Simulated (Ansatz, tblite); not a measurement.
# The cluster Na4−: rung by rung

How do method and basis change the picture of the cluster Na4− (doublet)?

The runs use Ansatz 0.2.0, Gaussian basis; as each input shows.

Plan: GFN2-xTB, PBE/def2-TZVPD, r2SCAN/def2-TZVPD, HF/def2-TZVPD, BLYP/def2-TZVPD, LDA/def2-TZVPD, LC-ωPBE/def2-TZVPD, ωB97M-V/def2-TZVPD, PBE/def2-SVPD, PBE0/def2-SVPD, HF/STO-3G, CCSD(T)/def2-TZVPPD, MP2/def2-TZVPD, RPA/def2-TZVPD.

1 further run of the same task is left out (set aside as unsound or not needed). Runs told in other sessions of the task aren't counted.

### Step 1. The geometry

The doublet was relaxed beforehand with PBE0/def2-TZVPD. At that level it is the lowest of the isomers that a small search found.

4 atoms, charge -1, spin multiplicity 2.

Bond lengths: Na1–Na2 3.622 Å, Na1–Na4 3.606 Å, Na2–Na3 3.353 Å, Na2–Na4 3.631 Å. Angles: Na2–Na1–Na4 60.3°, Na1–Na2–Na3 151.0°, Na1–Na2–Na4 59.6°, Na3–Na2–Na4 149.4°, Na1–Na4–Na2 60.1°.

The ion is computed in the gas phase, without counter-ions or solvent.

PBE0/def2-TZVPD was run before; its log isn't repeated, and its numbers join the tables.

### Step 2. GFN2-xTB

Tight binding, by tblite at 300 K electronic temperature and without a spin-polarisation term:

```python
tblite.interface.Calculator('GFN2-xTB', numbers, positions, charge=-1, uhf=1).singlepoint()
```

Energy -23.8563 eV; 0.003 s.

### Step 3. PBE/def2-TZVPD

start.molden holds the orbitals of an earlier run on this state, given as this run's starting guess.

The input, in.yaml:

```yaml
crystal:
  periodic: [false, false, false]
  atoms:
    - {symbol: Na, position_ang: [-2.713366, -1.258396, 0.372355]}
    - {symbol: Na, position_ang: [0.345908, 0.532534, -0.370468]}
    - {symbol: Na, position_ang: [2.016404, 2.919390, -2.029762]}
    - {symbol: Na, position_ang: [0.351064, -2.193527, 2.027875]}
basis:
  gaussian: {orbitals: def2-TZVPD, initial_orbitals: start.molden}
total_charge: -1
magnetization: {spin_polarized: true, initial_magnetization: 1}
hamiltonian: {xc: pbe}
scf: {omitted_lower_state_checks: [starts]}
output: {forces: true, orbitals: {seedname: orbitals}}
```

The run is started by

```sh
> ansatz run in.yaml --threads 4 --pin off --events-out ev --progress --plain --max-ram 3916MiB
```

After this run come: r2SCAN/def2-TZVPD; HF/def2-TZVPD; BLYP/def2-TZVPD; LDA/def2-TZVPD; LC-ωPBE/def2-TZVPD; ωB97M-V/def2-TZVPD; PBE/def2-SVPD; PBE0/def2-SVPD; HF/STO-3G; CCSD(T)/def2-TZVPPD; MP2/def2-TZVPD; RPA/def2-TZVPD.

**Question.** What will the summary of the whole plan be? Wanted: gap in def2-TZVPD, named functionals and Hartree-Fock, smallest and largest; correlation energy, CCSD(T)/def2-TZVPPD; correlation energy, MP2/def2-TZVPD; ⟨S²⟩ in def2-TZVPD, named functionals and Hartree-Fock, smallest and largest; PBE0 total energy, smallest basis above largest.

The runs gave:

| quantity | value |
| --- | --- |
| gap in def2-TZVPD, named functionals and Hartree-Fock, smallest and largest | 0.39 eV (BLYP), 3.68 eV (LC-ωPBE) |
| correlation energy, CCSD(T)/def2-TZVPPD | -20.20 eV |
| correlation energy, MP2/def2-TZVPD | -18.63 eV |
| ⟨S²⟩ in def2-TZVPD, named functionals and Hartree-Fock, smallest and largest | 0.765, 1.760 |
| PBE0 total energy, smallest basis above largest | 6.45 eV (def2-SVPD, def2-TZVPD) |

**Reading.** Orbital gaps of the named functionals and Hartree-Fock in def2-TZVPD span 0.39 eV (BLYP) to 3.68 eV (LC-ωPBE); exact exchange widens it. Over the named functionals and Hartree-Fock in def2-TZVPD spin contamination reaches 1.01 (HF), so some levels may describe another state. LDA, PBE, BLYP, r2SCAN put the HOMO above zero; others here keep it below zero, so the sign hangs on the functional's self-interaction and doesn't show that the species is unbound. Notes on CCSD(T)/def2-TZVPPD: large T1 diagnostic, spin contamination.
